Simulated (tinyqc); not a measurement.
Inside a calculation. Method: Pariser-Parr-Pople SCF with singles CI, for the molecule C=C(N)C=C[CH2+] (SMILES; centres numbered as the heavy atoms are written). Computed by tinyqc, a small Python program that keeps every step. Settings: charge = 1, gamma = MN, start = core, damping = 0, iteration cap = 51, excitations kept = 9. Command: `OMP_NUM_THREADS=1 python tinyqc.py 28131 28132 out.jsonl` (the two numbers bound the seeds that draw the settings). One thread of a shared host (Intel(R) Xeon(R) Processor @ 2.60GHz), about 0.01 s of CPU time with the checks. Later iterations appear only in the table of the cycle.

## PPP integrals

Centres (angstrom, eV; a flat drawing with bonds scaled to 1.40 angstrom):
```
centre        x        y  core charge z        W  gamma_rr
1C       2.1180   0.8930              1  11.1600   11.1300
2C       1.0170   0.0280              1  11.1600   11.1300
3N       1.2150  -1.3580              2  25.6000   16.8000
4C      -0.2830   0.5490              1  11.1600   11.1300
5C      -1.3840  -0.3160              1  11.1600   11.1300
6C      -2.6830   0.2050              1  11.1600   11.1300
```

Resonance integrals (eV):
```
i  j     beta
1  2  -2.5700
2  3  -2.4100
2  4  -2.5700
4  5  -2.5700
5  6  -2.5700
```

Mataga-Nishimoto: gamma = 14.399645/(R + a), a = 2 x 14.399645/(gamma_rr + gamma_ss); H_rr = -W_r - sum_(s != r) z_s gamma_rs; H_rs = beta for bonds.

repulsion gamma_rs (eV), order 1C, 2C, 3N, 4C, 5C, 6C:
$$\begin{pmatrix}
11.1300 & 5.3452 & 4.1660 & 3.8716 & 2.8807 & 2.3438 \\
5.3452 & 11.1300 & 5.9229 & 5.3445 & 3.8716 & 2.8811 \\
4.1660 & 5.9229 & 16.8000 & 4.1664 & 3.7585 & 2.7529 \\
3.8716 & 5.3445 & 4.1664 & 11.1300 & 5.3452 & 3.8726 \\
2.8807 & 3.8716 & 3.7585 & 5.3452 & 11.1300 & 5.3464 \\
2.3438 & 2.8811 & 2.7529 & 3.8726 & 5.3464 & 11.1300
\end{pmatrix}$$

core matrix H (eV), order 1C, 2C, 3N, 4C, 5C, 6C:
$$\begin{pmatrix}
-33.9333 & -2.5700 & 0.0000 & 0.0000 & 0.0000 & 0.0000 \\
-2.5700 & -40.4482 & -2.4100 & -2.5700 & 0.0000 & 0.0000 \\
0.0000 & -2.4100 & -46.3666 & 0.0000 & 0.0000 & 0.0000 \\
0.0000 & -2.5700 & 0.0000 & -37.9268 & -2.5700 & 0.0000 \\
0.0000 & 0.0000 & 0.0000 & -2.5700 & -36.1209 & -2.5700 \\
0.0000 & 0.0000 & 0.0000 & 0.0000 & -2.5700 & -31.1096
\end{pmatrix}$$

## Starting guess

pi electrons, sum of z_r less the charge = 6

Orbitals of the core matrix H.

P at the start, order 1C, 2C, 3N, 4C, 5C, 6C:
$$\begin{pmatrix}
0.2354 & 0.5883 & -0.1007 & 0.0125 & -0.2265 & -0.0881 \\
0.5883 & 1.6447 & 0.0643 & 0.3811 & -0.2684 & -0.1298 \\
-0.1007 & 0.0643 & 1.9883 & -0.0734 & 0.0521 & 0.0293 \\
0.0125 & 0.3811 & -0.0734 & 1.0587 & 0.8810 & 0.2637 \\
-0.2265 & -0.2684 & 0.0521 & 0.8810 & 0.9718 & 0.3113 \\
-0.0881 & -0.1298 & 0.0293 & 0.2637 & 0.3113 & 0.1011
\end{pmatrix}$$

## Iteration 1: Fock matrix

F_rr = H_rr + P_rr gamma_rr / 2 + sum_(s != r) P_ss gamma_rs; F_rs = H_rs - P_rs gamma_rs / 2; E = tr P (H + F) / 2 + core repulsion sum_(r<s) z_r z_s gamma_rs.

F (eV), order 1C, 2C, 3N, 4C, 5C, 6C:
$$\begin{pmatrix}
-8.4133 & -4.1422 & 0.2098 & -0.0241 & 0.3263 & 0.1032 \\
-4.1422 & -8.5486 & -2.6004 & -3.5885 & 0.5196 & 0.1869 \\
0.2098 & -2.6004 & -10.6009 & 0.1529 & -0.0979 & -0.0403 \\
-0.0241 & -3.5885 & 0.1529 & -8.4636 & -4.9247 & -0.5106 \\
0.3263 & 0.5196 & -0.0979 & -4.9247 & -9.9947 & -3.4022 \\
0.1032 & 0.1869 & -0.0403 & -0.5106 & -3.4022 & -10.4878
\end{pmatrix}$$

pi energy = -83.8426 eV

## Iteration 1: orbitals and new P

Diagonalise F (the basis is taken as orthonormal) and form P = 2 sum c c over the lowest orbitals.

orbital energies (eV): [-16.3265, -14.0879, -10.3693, -9.1528, -5.1051, -1.4673]

P after iteration 1, order 1C, 2C, 3N, 4C, 5C, 6C:
$$\begin{pmatrix}
0.7304 & 0.7430 & -0.2096 & 0.3774 & -0.1391 & -0.4117 \\
0.7430 & 0.9962 & 0.3893 & 0.4883 & -0.0109 & -0.2403 \\
-0.2096 & 0.3893 & 1.8234 & -0.2038 & -0.1085 & 0.2705 \\
0.3774 & 0.4883 & -0.2038 & 0.7458 & 0.6581 & 0.2825 \\
-0.1391 & -0.0109 & -0.1085 & 0.6581 & 0.9944 & 0.7319 \\
-0.4117 & -0.2403 & 0.2705 & 0.2825 & 0.7319 & 0.7099
\end{pmatrix}$$

## Iteration 2: Fock matrix

As before.

F (eV), order 1C, 2C, 3N, 4C, 5C, 6C:
$$\begin{pmatrix}
-9.5319 & -4.5558 & 0.4366 & -0.7307 & 0.2004 & 0.4824 \\
-4.5558 & -10.3196 & -3.5629 & -3.8750 & 0.0212 & 0.3461 \\
0.4366 & -3.5629 & -13.3081 & 0.4245 & 0.2039 & -0.3723 \\
-0.7307 & -3.8750 & 0.4245 & -9.9635 & -4.3288 & -0.5470 \\
0.2004 & 0.0212 & 0.2039 & -4.3288 & -9.9916 & -4.5264 \\
0.4824 & 0.3461 & -0.3723 & -0.5470 & -4.5264 & -9.3533
\end{pmatrix}$$

pi energy = -89.6181 eV

## Iteration 2: orbitals and new P

As before.

orbital energies (eV): [-18.0820, -15.7331, -12.8624, -8.4357, -4.6379, -2.7168]

P after iteration 2, order 1C, 2C, 3N, 4C, 5C, 6C:
$$\begin{pmatrix}
0.7693 & 0.7231 & -0.2717 & 0.4086 & -0.1802 & -0.3881 \\
0.7231 & 0.9990 & 0.4317 & 0.5019 & -0.0208 & -0.1959 \\
-0.2717 & 0.4317 & 1.8036 & -0.2243 & -0.0668 & 0.1981 \\
0.4086 & 0.5019 & -0.2243 & 0.7467 & 0.6151 & 0.2971 \\
-0.1802 & -0.0208 & -0.0668 & 0.6151 & 0.9964 & 0.7644 \\
-0.3881 & -0.1959 & 0.1981 & 0.2971 & 0.7644 & 0.6850
\end{pmatrix}$$

## Iteration 3: Fock matrix

As before.

F (eV), order 1C, 2C, 3N, 4C, 5C, 6C:
$$\begin{pmatrix}
-9.4318 & -4.5026 & 0.5660 & -0.7910 & 0.2595 & 0.4548 \\
-4.5026 & -10.2722 & -3.6885 & -3.9113 & 0.0403 & 0.2821 \\
0.5660 & -3.6885 & -13.3528 & 0.4673 & 0.1255 & -0.2727 \\
-0.7910 & -3.9113 & 0.4673 & -9.9606 & -4.2139 & -0.5753 \\
0.2595 & 0.0403 & 0.1255 & -4.2139 & -10.0597 & -4.6133 \\
0.4548 & 0.2821 & -0.2727 & -0.5753 & -4.6133 & -9.4324
\end{pmatrix}$$

pi energy = -89.7641 eV

## Iteration 3: orbitals and new P

As before.

orbital energies (eV): [-18.0825, -15.7891, -12.9231, -8.3974, -4.6345, -2.6829]

P after iteration 3, order 1C, 2C, 3N, 4C, 5C, 6C:
$$\begin{pmatrix}
0.7661 & 0.7077 & -0.2934 & 0.4285 & -0.1849 & -0.3749 \\
0.7077 & 1.0004 & 0.4453 & 0.5141 & -0.0244 & -0.1896 \\
-0.2934 & 0.4453 & 1.7958 & -0.2263 & -0.0526 & 0.1680 \\
0.4285 & 0.5141 & -0.2263 & 0.7426 & 0.5893 & 0.2954 \\
-0.1849 & -0.0244 & -0.0526 & 0.5893 & 0.9998 & 0.7843 \\
-0.3749 & -0.1896 & 0.1680 & 0.2954 & 0.7843 & 0.6952
\end{pmatrix}$$

## Convergence

Stop when output and input P, before any damping, agree to 1e-7.

Course of the cycle:
```
iteration      E (eV)  largest |P(out) - P(in)|
1          -83.842628                  6.49e-01
2          -89.618090                  7.24e-02
3          -89.764100                  3.01e-02
4          -89.789295                  1.57e-02
5          -89.794397                  7.98e-03
6          -89.795565                  4.15e-03
7          -89.795869                  2.22e-03
8          -89.795958                  1.30e-03
9          -89.795986                  7.59e-04
10         -89.795995                  4.45e-04
11         -89.795998                  2.61e-04
...               ...                       ...
16         -89.795999                  1.88e-05
17         -89.795999                  1.11e-05
18         -89.795999                  6.49e-06
19         -89.795999                  3.81e-06
20         -89.795999                  2.24e-06
21         -89.795999                  1.31e-06
22         -89.795999                  7.70e-07
23         -89.795999                  4.52e-07
24         -89.795999                  2.65e-07
25         -89.795999                  1.55e-07
26         -89.795999                  9.11e-08
```

Converged in 26 iterations.

## Converged orbitals

Charges are z - P_rr.

orbital energies (eV): [-18.1235, -15.7857, -12.9992, -8.3780, -4.6164, -2.7050]

coefficients, order 1C, 2C, 3N, 4C, 5C, 6C:
$$\begin{pmatrix}
0.3058 & -0.1868 & -0.5065 & -0.5753 & 0.4207 & -0.3272 \\
0.6019 & -0.3066 & -0.2106 & -0.0263 & -0.4237 & 0.5649 \\
0.3919 & -0.4655 & 0.7252 & 0.0161 & 0.2237 & -0.2312 \\
0.4885 & 0.2664 & -0.2387 & 0.6016 & -0.0994 & -0.5115 \\
0.3401 & 0.5979 & 0.1699 & -0.0089 & 0.5522 & 0.4393 \\
0.1905 & 0.4753 & 0.2955 & -0.5533 & -0.5278 & -0.2565
\end{pmatrix}$$

pi charges: 1C 0.2302, 2C -0.0013, 3N 0.2075, 4C 0.2667, 5C -0.0040, 6C 0.3009

## Singles CI, singlets

Over the 9 single excitations with the smallest orbital gaps: A = (e_a - e_i) delta + 2 (ia|jb) - (ij|ab), with (pq|rs) = sum c_mp c_mq gamma_mn c_nr c_ns. f = 2/3 w |mu|^2 in atomic units, mu = sqrt2 sum c_ia sum_m c_mi c_ma R_m.

singlet CI matrix (eV):
```
         3>4      2>4      3>5      1>4      3>6      2>5      2>6      1>5
3>4   2.2118   0.6430   0.0797  -0.4987   0.3864  -0.2507   0.1350   0.0619
2>4   0.6430   4.3552   0.0608   0.2741   0.3135   0.2079   0.2160  -0.3887
3>5   0.0797   0.0608   5.4570   0.3732  -0.0149   0.4094  -0.0904   0.0062
1>4  -0.4987   0.2741   0.3732   6.4216   0.0854   0.0144  -0.1305   0.1486
3>6   0.3864   0.3135  -0.0149   0.0854   6.6852  -0.0257   0.1518   0.0587
2>5  -0.2507   0.2079   0.4094   0.0144  -0.0257   8.0125   0.0870  -0.0231
2>6   0.1350   0.2160  -0.0904  -0.1305   0.1518   0.0870   9.4694   0.0944
1>5   0.0619  -0.3887   0.0062   0.1486   0.0587  -0.0231   0.0944   9.9195
1>6   0.1261  -0.0307   0.0955   0.0914  -0.1581  -0.0969   0.0809   0.0688

         1>6
3>4   0.1261
2>4  -0.0307
3>5   0.0955
1>4   0.0914
3>6  -0.1581
2>5  -0.0969
2>6   0.0809
1>5   0.0688
1>6  11.5483
```

singlet excitation energies (eV): [1.9216, 4.4106, 5.2947, 6.5449, 6.7929, 8.0969, 9.4923, 9.9603, 11.5664]

oscillator strengths: [0.2146, 0.9912, 0.2095, 0.1849, 0.2227, 0.0466, 0.1173, 0.0564, 0.0690]

## Singles CI, triplets

Over the 9 single excitations with the smallest orbital gaps: A = (e_a - e_i) delta - (ij|ab), with (pq|rs) = sum c_mp c_mq gamma_mn c_nr c_ns.

triplet CI matrix (eV):
```
         3>4      2>4      3>5      1>4      3>6      2>5      2>6      1>5
3>4  -0.0274  -0.4155   0.5628   0.6014  -0.0515  -0.2976  -0.3743  -0.5412
2>4  -0.4155   2.6204  -0.2976  -0.4115  -0.3743  -0.5110   0.2140  -0.5862
3>5   0.5628  -0.2976   3.5651  -0.5412   1.0319  -0.4005  -0.6106  -0.0575
1>4   0.6014  -0.4115  -0.5412   4.6859  -0.0821  -0.5862   0.2545   0.4392
3>6  -0.0515  -0.3743   1.0319  -0.0821   5.1071  -0.6106   0.1380  -0.3482
2>5  -0.2976  -0.5110  -0.4005  -0.5862  -0.6106   5.5997  -0.6640  -0.3429
2>6  -0.3743   0.2140  -0.6106   0.2545   0.1380  -0.6640   7.7349  -1.3976
1>5  -0.5412  -0.5862  -0.0575   0.4392  -0.3482  -0.3429  -1.3976   8.3902
1>6  -0.0821   0.2545  -0.3482   0.6580   0.3288  -1.3976   0.1115   0.7376

         1>6
3>4  -0.0821
2>4   0.2545
3>5  -0.3482
1>4   0.6580
3>6   0.3288
2>5  -1.3976
2>6   0.1115
1>5   0.7376
1>6   9.3454
```

triplet excitation energies (eV): [-0.3358, 2.1794, 3.0162, 4.5276, 4.9348, 6.0586, 6.8138, 9.4502, 10.3764]
